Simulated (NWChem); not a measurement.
Correlation energy of B

```xyz
1

B      0.0000     0.0000     0.0000
```
Charge 0, spin multiplicity 2.

The numbers come from NWChem runs, not from measurements.

Basis set: cc-pVDZ. Each correlation energy counts from its own Hartree-Fock reference.

The correlated methods keep 1 core orbital frozen. No SCF solution was tested for a lower state. Open-shell Hartree-Fock references start from PBE0 orbitals. Coupled-cluster values serve here as a point of comparison, not as the truth.

Task: Order these methods by the correlation energy they give, lowest first: URI-MP2, SCS-UMP2, CCSD on UHF, CCSD[T] on UHF, CCSD on ROHF.

Result: CCSD on ROHF (-61.9 mHa), CCSD[T] on UHF (-59.5 mHa), CCSD on UHF (-58.6 mHa), SCS-UMP2 (-41.7 mHa), URI-MP2 (-36.5 mHa)
